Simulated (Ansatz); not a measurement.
System (SMILES): CCl (CH3-Cl).
Atoms: C1, Cl2, H3, H4, H5. Bonds: C1-Cl2, C1-H3, C1-H4, C1-H5.

How fast the highest harmonic wavenumber converges with the basis for several methods (Ansatz, an electronic-structure program): deviation from each method's own reference, in cm⁻¹. References: B3LYP 3171 cm⁻¹, the value in aug-pcseg-2; HF 3322 cm⁻¹, the value in aug-pcseg-2; PBE 3102 cm⁻¹, the value in aug-pcseg-2. Cartesian d functions, on some or all atoms, in 6-31G**, 6-311G**; all else is spherical. No added dispersion term, no relativity. Each level at its own minimum, unscaled; the references are large sets that could be run, not limits.

```json
[
 {"basis": "6-31G", "functions": "28", "B3LYP": "64", "HF": "85", "PBE": "66"},
 {"basis": "def2-SV(P)", "functions": "38", "B3LYP": "-13", "HF": "32", "PBE": "-15"},
 {"basis": "6-31G**", "functions": "49", "B3LYP": "21", "HF": "26", "PBE": "24"},
 {"basis": "6-311G**", "functions": "63", "B3LYP": "1", "HF": "7", "PBE": "6"},
 {"basis": "def2-TZVPD", "functions": "110", "B3LYP": "-3", "HF": "-6", "PBE": "-1"},
 {"basis": "jun-cc-pV(T+d)Z", "functions": "129", "B3LYP": "-6", "HF": "-10", "PBE": "-5"},
 {"basis": "aug-pcseg-2", "functions": "165", "B3LYP": "0", "HF": "0", "PBE": "0"},
 {"basis": "aug-cc-pV(T+d)Z", "functions": "170", "B3LYP": "-6", "HF": "-9", "PBE": "-6"}
]
```

Mean absolute deviation over 6-311G**, def2-TZVPD, jun-cc-pV(T+d)Z, aug-cc-pV(T+d)Z: B3LYP 4, PBE 5, HF 8 cm⁻¹.
